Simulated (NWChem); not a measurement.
Species: methanol (CH$_{4}$O); SMILES OC

Program: NWChem. Coordinates come from a PBE0/def2-SVP optimisation. Ions are spin-unrestricted doublets at the neutral geometry; other ion states weren't tried.

For level PBE/def2-SVP:

```yaml
vertical ionisation energy, ΔSCF (eV): 10.45
"−ε(HOMO) (eV)": 5.76
```

Estimate the same quantities for level CAM-B3LYP/def2-SVP.

The vertical ionisation energy, ΔSCF (eV) comes out as 10.76 and the −ε(HOMO) (eV) is 9.05.
